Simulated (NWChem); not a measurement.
# Correlation energy of Si (+1)

```
Si
```
Charge +1, spin multiplicity 2.

All runs are NWChem calculations.

Basis set: cc-pVTZ. Each correlation energy counts from its own Hartree-Fock reference.

The correlated methods keep 5 core orbitals frozen. The stability of the SCF solutions was not checked. Open-shell Hartree-Fock references start from PBE0 orbitals. Coupled-cluster values serve here as a point of comparison, not as the truth.

Task: For the correlation energy, URI-MP2 gives -41.3 mHa and UMP2 gives -41.3 mHa. What do SCS-UMP2, CCSD on ROHF, CCSD[T] on ROHF give?

Result: SCS-UMP2: -47.2 mHa; CCSD on ROHF: -63.0 mHa; CCSD[T] on ROHF: -64.3 mHa.
